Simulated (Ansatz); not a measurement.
# B2 (SMILES B#B): the vertical electron affinity, rung by rung

The species is B2 (2 atoms), meant as a triplet with charge 0. SMILES: `B#B`. The shape is that of a GFN2-xTB optimisation.

```xyz
2

B     0.0000    0.0000    0.0000
B     0.0000    0.0000    1.4051
```

Each level gives the vertical electron affinity (to the doublet anion) (eV). The values are calculated.

The electron affinity is E(neutral) − E(anion): positive where the electron is bound.

| level | kind | program | value (eV) |
| --- | --- | --- | --- |
| UHF/3-21G | Hartree–Fock | Ansatz | -0.06 |
| U-revPBE/3-21G | GGA | Ansatz | 1.01 |
| U-r2SCAN/3-21G | meta-GGA | Ansatz | 1.04 |
| U-r2SCAN0/3-21G | hybrid meta-GGA | Ansatz | 1.00 |
| UCAM-B3LYP/3-21G | range-separated hybrid | Ansatz | 0.97 |
| UHSE06/3-21G | range-separated hybrid | Ansatz | 1.00 |
| UB2PLYP/3-21G | double hybrid | Ansatz | 0.80 |
| RPA@PBE/3-21G | RPA | Ansatz | 0.68 |
| UCCSDTQ/3-21G | coupled cluster or CI | Ansatz | 0.60 |

The values span -0.06 to 1.04 eV. Spin contamination of the reference (⟨S²⟩ at least 0.1 too high) touches UHF/3-21G, U-revPBE/3-21G, U-r2SCAN/3-21G, U-r2SCAN0/3-21G, UCAM-B3LYP/3-21G, UHSE06/3-21G, UB2PLYP/3-21G, RPA@PBE/3-21G, UCCSDTQ/3-21G. All rows use very small basis sets, so none should be taken for the real molecule's value.
